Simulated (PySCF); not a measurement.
Symmetry of computed structures. Computed with PBE0/def2-SVPD in PySCF (dipole) on a GFN2-xTB geometry, gas phase. The symmetry is that of the one conformer found, every atom within 0.08 Å of its image; none is proved a minimum here.

Question: `[H]/[N:4]=[CH:3]/[O:2][CH3:1]` with C1–O2–C3–N4 0°, H–C1–O2–C3 -60° (nearest H): symmetry, top, dipole?

Answer: Cs; asymmetric top; symmetry number 1; 2 operations, which sort the 9 atoms into 8 sets; dipole 0.61 D, in the ab plane, which is the mirror; A, B, C = 19606, 6892, 5268 MHz; heavy atoms equivalent by symmetry: none.

Question: `[O:1]=[N:2][OH:3]` with O1–N2–O3–H 0° (nitrous acid): symmetry, top, dipole?

Answer: Cs; near-prolate asymmetric top; symmetry number 1; 2 operations, which sort the 4 atoms into 4 sets; dipole 1.96 D, in the ab plane, which is the mirror; A, B, C = 89919, 13375, 11643 MHz.

Question: `[CH:1]#[C:2][c:3]1[n:4][n:5][cH:6][s:7]1`: symmetry, top, dipole?

Answer: Cs; asymmetric top; symmetry number 1; 2 operations, which sort the 9 atoms into 9 sets; dipole 3.20 D, in the ab plane, which is the mirror; heavy atoms equivalent by symmetry: none.

Question: What symmetry has `[F:1][c:2]1[n:3][n:4][n:5]2[cH:6][cH:7][cH:8][cH:9][c:10]12`?

Answer: Cs; asymmetric top; symmetry number 1; 2 operations, which sort the 14 atoms into 14 sets; dipole 5.43 D, in the ab plane, which is the mirror; A, B, C = 2916, 1287, 893.0 MHz; heavy atoms equivalent by symmetry: none.
